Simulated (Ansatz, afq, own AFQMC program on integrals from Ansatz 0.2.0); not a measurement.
BNH2, triplet: energetics from AFQMC and coupled cluster

```json
{"atom": "B", "x (Å)": "0.0000", "y (Å)": "0.0000", "z (Å)": "0.8588"}
{"atom": "N", "x (Å)": "0.0000", "y (Å)": "0.0000", "z (Å)": "-0.5086"}
{"atom": "H", "x (Å)": "0.0000", "y (Å)": "-0.8409", "z (Å)": "-1.0720"}
{"atom": "H", "x (Å)": "0.0000", "y (Å)": "0.8409", "z (Å)": "-1.0720"}
```

Geometry: a PBE0/def2-TZVP stationary point, not shown to be a minimum. Basis cc-pVDZ. Only valence electrons are correlated. Ansatz 0.2.0 and our own AFQMC program on the same integrals; the CISD trial comes from CCSD amplitudes, and released means the phaseless constraint is let go. Uncertainties: one standard error, sampling alone.

Best estimates are CCSD(T) at the basis-set limit (def2-TZVPP/QZVPP) plus the step from CCSD(T) to the highest rung at hand in cc-pVDZ, named in the table (released AFQMC can keep some 10 meV of bias). No zero-point, core-correlation or spin–orbit terms. Other levels are in cc-pVDZ, the functionals in def2-TZVP; a dash marks a level that is missing or breaks spin symmetry for a member.

Cautions: BNH₂ (triplet): another spin lies lower; BNH₂ (singlet): restricted determinant unstable towards unrestricted (UHF 52 meV lower, ⟨S²⟩ 0.27).

| process | r2SCAN (eV) |
| --- | --- |
| to charge +0, singlet (vertical) | -1.50 |
| to free atoms | 12.00 |

Question: From these values, estimate the best estimates.

Answer: 
```tsv
process	best estimate (eV)	highest rung
to charge +0, singlet (vertical)	-2.07	CCSDT(Q)
to free atoms	11.55	CCSDT(Q)
```

Errors against the best estimates in eV, in the same order:

```json
{"level": "MP2", "error, 1": "0.39", "error, 2": "-0.86"}
{"level": "CCSD(T)", "error, 1": "0.12", "error, 2": "-1.27"}
{"level": "ph-AFQMC/CISD", "error, 1": "0.12 ± 0.02", "error, 2": "-1.24 ± 0.01"}
{"level": "CCSD(T)/CBS", "error, 1": "0.00", "error, 2": "-0.02"}
{"level": "PBE", "error, 1": "0.34", "error, 2": "0.69"}
{"level": "r2SCAN", "error, 1": "0.57", "error, 2": "0.45"}
{"level": "PBE0", "error, 1": "0.37", "error, 2": "0.34"}
{"level": "B3LYP", "error, 1": "0.12", "error, 2": "0.22"}
{"level": "wB97M-V", "error, 1": "-0.15", "error, 2": "0.05"}
{"level": "B2PLYP", "error, 1": "0.11", "error, 2": "-0.01"}
```

Cost at the first geometry: PBE0/cc-pVDZ, 0.54 s on 1 thread of Intel(R) Xeon(R) Platinum 8488C (Sapphire Rapids), on a shared host; UCCSD(T)/cc-pVDZ, 0.9 s on 1 thread of Intel(R) Xeon(R) Platinum 8488C (Sapphire Rapids), with other jobs on the host; CCSDT(Q), 10 s on 1 thread of Intel(R) Xeon(R) Platinum 8488C (Sapphire Rapids), with other jobs on the host; ph-AFQMC/CISD with release, 9.9 min on 1 thread of Intel(R) Xeon(R) Platinum 8488C (Sapphire Rapids), with other jobs on the host.

Best estimates are given only where the step beyond CCSD(T) is under 0.3 eV and no member's determinant is very poor (T1 over 0.05, or 0.07 for open shells, ⟨S²⟩ too high by 0.3, two states mixed), so the hardest cases are missing from such tables.

The functionals ran in a triple-zeta set and keep a basis error of their own, a few kJ/mol for each bond in atomization energies and more for double hybrids, so close places among them and the extrapolated levels can swap.

CCSDT and higher add their correlation energy to the determinant of the CCSD(T) run, since their own runs factorise the integrals more tightly (a shift of under 2 meV). Each member of a difference takes its own highest rung, so a best estimate needn't equal the limit plus the step of one row. A walk keeps the symmetry of its determinant, which the program's search chose and which needn't be the lowest solution, so a lower state of the same spin and another symmetry isn't excluded.
